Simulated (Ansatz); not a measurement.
`CC1(C)CC1`. The species carries charge 0 and has multiplicity 1.

```xyz
15

C    -1.535    0.060   -0.198
C    -0.053   -0.035    0.046
C     0.334   -0.852    1.250
C     0.789    1.158   -0.290
C     0.852   -0.075   -1.147
H    -1.754    0.663   -1.083
H    -1.971   -0.932   -0.353
H    -2.045    0.519    0.654
H    -0.096   -0.432    2.164
H     1.419   -0.884    1.376
H    -0.023   -1.882    1.156
H     0.296    2.033   -0.697
H     1.640    1.378    0.344
H     1.745   -0.687   -1.091
H     0.401   -0.032   -2.132
```

What are the harmonic wavenumbers in cm⁻¹ at PBE0-D4/def2-TZVP (Ansatz, finite differences of forces, unscaled)? (Estimate.)

Computed: 220, 244, 330, 347, 356, 392, 707, 788, 877, 893, 957, 967, 971, 1038, 1062, 1071, 1098, 1159, 1184, 1329, 1365, 1408, 1417, 1459, 1471, 1485, 1491, 1495, 1522, 3032, 3036, 3098, 3100, 3117, 3119, 3140, 3145, 3219, 3234.

Is this a minimum?

Yes, all 39 modes are real.

Give the ideal-gas thermochemistry at 298.15 K and 1 bar (rigid rotor, harmonic oscillator; point group C2v, symmetry number 2).

Zero-point energy 360.9 kJ/mol; H(298) − E = 379.0 kJ/mol; entropy 303.9 J/(mol·K), of which translation 161.9, rotation 100.3, vibration 41.7; G(298) − E = 288.4 kJ/mol.

Rotational constants (cm⁻¹)?

0.2071, 0.1753, 0.1283.
